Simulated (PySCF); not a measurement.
## CH3, SMILES `[CH3]` (charge 0, multiplicity 2)

The numbers are results of TPSSh-D3(BJ)/def2-TZVP // TPSS-D3(BJ)/def2-SVP in PySCF 2.14.0, not measurements.

The highest occupied spin orbital comes out as -6.06 eV and the dipole moment is 0.00 D. The total energy is -39.8612 Ha and the cost comes out as about 30 core-seconds (a rough figure).

Bond lengths (Å): C1–H2 1.094, C1–H3 1.094, C1–H4 1.094. Angles (°): H2–C1–H3 120.0, H2–C1–H4 120.0, H3–C1–H4 120.0.
Charge 0, spin multiplicity 2.
